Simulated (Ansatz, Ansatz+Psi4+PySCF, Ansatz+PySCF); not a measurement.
```xyz
3

Li    0.0000    0.0000    0.0000
O     0.0000    0.6740    1.6475
O     0.0000   -0.6664    1.6289
```

Basis set: cc-pCVTZ on Li; cc-pVTZ on O (spherical functions). Frozen core: 2 orbitals. Correlation on ROHF uses semicanonical orbitals with singles. Charge 0, multiplicity 2.

Computed with Ansatz (development build ahead of 0.2.0); each method stands on the lowest determinant of its kind that the runs found.

Give the atomization energy at this shape (free ground-state atoms in the same class of orbitals less the molecule, no zero-point energy) of doublet LiO₂ by UHF-CCSD(T), UHF-CCSD, ROHF-MP2, UHF-MP2, ROHF.

| method | atomization energy |
| --- | --- |
| UHF-CCSD(T) | 7.45 eV |
| UHF-CCSD | 7.06 eV |
| ROHF-MP2 | 7.98 eV |
| UHF-MP2 | 7.91 eV |
| ROHF | 2.79 eV |

Caution for ROHF-MP2: another reference gives a lower total.
